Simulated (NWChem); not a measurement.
**Extrapolating the CCSD correlation energy of hydrogen sulfide (H2S)**

```
S
H 1 1.3608
H 1 1.3608 2 91.41
```
Charge 0, spin multiplicity 1.

Everything below was run with NWChem. The geometry was optimised at PBE/def2-SVP, a minimum by its harmonic frequencies.

The correlated methods keep 5 core orbitals frozen. Coupled-cluster values serve here as a point of comparison, not as the truth.

Worked example. The CCSD correlation energy is -215.11 mHa in cc-pVTZ and -228.82 mHa in cc-pVQZ. The form E(X) = E∞ + A/X³ turns the pair into an estimate of the basis-set limit.

E∞ = (4³·(-228.82) − 3³·(-215.11))/(4³ − 3³) = -238.8 mHa. The larger basis holds 96 % of that. This is a two-point estimate.
